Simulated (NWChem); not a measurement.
Program: NWChem. System: diphosphorus (P$_{2}$), charge 0, spin multiplicity 1, at a geometry optimised with PBE0/def2-SVP. Level: TD-BHandHLYP/aug-cc-pVDZ.

Output (cleaned and shortened):

```
             Northwest Computational Chemistry Package (NWChem) 7.3.0
             --------------------------------------------------------

                                NWChem Input Module
                                -------------------

 Scaling coordinates for geometry "geometry" by  1.889725989
 (inverse scale =  0.529177249)

 Turning off AUTOSYM since
 SYMMETRY directive was detected!

                             Geometry "geometry" -> ""
                             -------------------------

 Output coordinates in angstroms (scale by  1.889725989 to convert to a.u.)

  No.       Tag          Charge          X              Y              Z
 ---- ---------------- ---------- -------------- -------------- --------------
    1 P                   15.0000     0.00000000     0.00000000     0.94554400
    2 P                   15.0000     0.00000000     0.00000000    -0.94554400

 Effective nuclear repulsion energy (a.u.)      62.9610473045

            Nuclear Dipole moment (a.u.)
            ----------------------------
        X                 Y               Z
 ---------------- ---------------- ----------------
     0.0000000000     0.0000000000     0.0000000000

      Symmetry information
      --------------------

 Group name             D2h
 Group number             26
 Group order               8
 No. of unique centers     1

      Symmetry unique atoms

     1


 Summary of "ao basis" -> "" (spherical)
 ------------------------------------------------------------------------------
       Tag                 Description            Shells   Functions and Types
 ---------------- ------------------------------  ------  ---------------------
 *                        aug-cc-pvdz                 on all atoms

                                 NWChem DFT Module
                                 -----------------

 Summary of "ao basis" -> "ao basis" (spherical)
 ------------------------------------------------------------------------------
       Tag                 Description            Shells   Functions and Types
 ---------------- ------------------------------  ------  ---------------------
 P                        aug-cc-pvdz               11       27   5s4p2d

 Summary of "ao basis" -> "ao basis" (spherical)
 ------------------------------------------------------------------------------
       Tag                 Description            Shells   Functions and Types
 ---------------- ------------------------------  ------  ---------------------
[...]
     Occ.   14  b3u ---  Virt.   16  b2g -0.70469 X
     Occ.   14  b3u ---  Virt.   23  b2g  0.06293 X
     Occ.   15  b2u ---  Virt.   17  b3g  0.70469 X
     Occ.   15  b2u ---  Virt.   24  b3g -0.06293 X
  ----------------------------------------------------------------------------
  Root   3 singlet au             0.138386514 a.u.                3.7657 eV
  ----------------------------------------------------------------------------
     Transition Moments    X -0.00000   Y  0.00000   Z -0.00000
     Transition Moments   XX -0.00000  XY -0.00000  XZ  0.00000
     Transition Moments   YY -0.00000  YZ -0.00000  ZZ -0.00000
     Dipole Oscillator Strength                    0.0000000000
     Electric Quadrupole                           0.0000000000
     Magnetic Dipole                               0.0000000000
     Total Oscillator Strength                     0.0000000000

          sigma_e =   1.8562 Angstrom
          sigma_h =   1.5228 Angstrom
         |d_h->e| =   0.0000 Angstrom
            d_exc =   2.4005 Angstrom
            d_CD1 =   0.3334 Angstrom
            d_CD2 =  -1.6895 Angstrom
            d_CD3 =   2.4005 Angstrom
     Pearson C.C. =   0.0003

     Occ.   14  b3u ---  Virt.   17  b3g  0.70469 X
     Occ.   14  b3u ---  Virt.   24  b3g -0.06293 X
     Occ.   15  b2u ---  Virt.   16  b2g  0.70469 X
     Occ.   15  b2u ---  Virt.   23  b2g -0.06293 X
  ----------------------------------------------------------------------------
  Root   4 singlet b2g            0.161333105 a.u.                4.3901 eV
  ----------------------------------------------------------------------------
     Transition Moments    X -0.00000   Y  0.00000   Z -0.00000
     Transition Moments   XX  0.00000  XY -0.00000  XZ -2.81925
     Transition Moments   YY  0.00000  YZ -0.00000  ZZ  0.00000
     Dipole Oscillator Strength                    0.0000000000
     Electric Quadrupole                           0.0000001777
     Magnetic Dipole                               0.0000048344
     Total Oscillator Strength                     0.0000050122

          sigma_e =   1.8483 Angstrom
          sigma_h =   1.7146 Angstrom
         |d_h->e| =   0.0000 Angstrom
            d_exc =   2.5285 Angstrom
            d_CD1 =   0.1336 Angstrom
            d_CD2 =  -1.7814 Angstrom
            d_CD3 =   2.5285 Angstrom
     Pearson C.C. =  -0.0059

     Occ.   11  ag  ---  Virt.   16  b2g -0.06388 X
     Occ.   13  ag  ---  Virt.   16  b2g  0.99410 X
     Occ.   13  ag  ---  Virt.   16  b2g -0.05223 Y
     Occ.   13  ag  ---  Virt.   23  b2g -0.09428 X
  ----------------------------------------------------------------------------
  Root   5 singlet b1u            0.231283614 a.u.                6.2936 eV
  ----------------------------------------------------------------------------
     Transition Moments    X  0.00000   Y -0.00000   Z  1.43246
     Transition Moments   XX -0.00000  XY  0.00000  XZ  0.00000
     Transition Moments   YY -0.00000  YZ  0.00000  ZZ  0.00000
     Dipole Oscillator Strength                    0.3163861023
     Electric Quadrupole                           0.0000000000
     Magnetic Dipole                               0.0000000000
     Total Oscillator Strength                     0.3163861023

          sigma_e =   2.2953 Angstrom
          sigma_h =   1.5562 Angstrom
         |d_h->e| =   0.0000 Angstrom
            d_exc =   2.7746 Angstrom
            d_CD1 =   0.7391 Angstrom
            d_CD2 =  -1.9257 Angstrom
            d_CD3 =   2.7746 Angstrom
     Pearson C.C. =  -0.0012

     Occ.   12  b1u ---  Virt.   19  ag  -0.05965 X
     Occ.   13  ag  ---  Virt.   18  b1u -0.21026 X
     Occ.   13  ag  ---  Virt.   25  b1u  0.25616 X
     Occ.   13  ag  ---  Virt.   25  b1u  0.05915 Y
     Occ.   13  ag  ---  Virt.   28  b1u -0.13788 X
     Occ.   13  ag  ---  Virt.   36  b1u -0.07241 X
     Occ.   14  b3u ---  Virt.   16  b2g -0.66961 X
     Occ.   14  b3u ---  Virt.   16  b2g  0.13622 Y
     Occ.   14  b3u ---  Virt.   23  b2g -0.06426 X
     Occ.   15  b2u ---  Virt.   17  b3g -0.66961 X
     Occ.   15  b2u ---  Virt.   17  b3g  0.13622 Y
     Occ.   15  b2u ---  Virt.   24  b3g -0.06426 X

              Target root =      1
          Target symmetry = none
      Ground state energy =   -682.689978280266
        Excitation energy =      0.123533594667
     Excited state energy =   -682.566444685599

  stored tddft:energy   -682.56644468559853

 Task  times  cpu:       44.1s     wall:       44.1s

 Total times  cpu:       44.2s     wall:       44.2s
```

### Question
Write an NWChem input that would produce this output.

### Answer
This is not unique; one that fits is 
```
start mol
memory heap 200 mb stack 900 mb global 1100 mb
geometry units angstroms nocenter noautoz
  P      0.000000     0.000000     0.945544
  P      0.000000     0.000000    -0.945544
  symmetry group D2h
end
basis spherical
  * library aug-cc-pvdz
end
dft
  xc bhlyp
  semidirect memsize 60000000 filesize 0
  iterations 100
end
tddft
  rpa
  nroots 5
  notriplet
  thresh 1e-4
end
task tddft energy
```
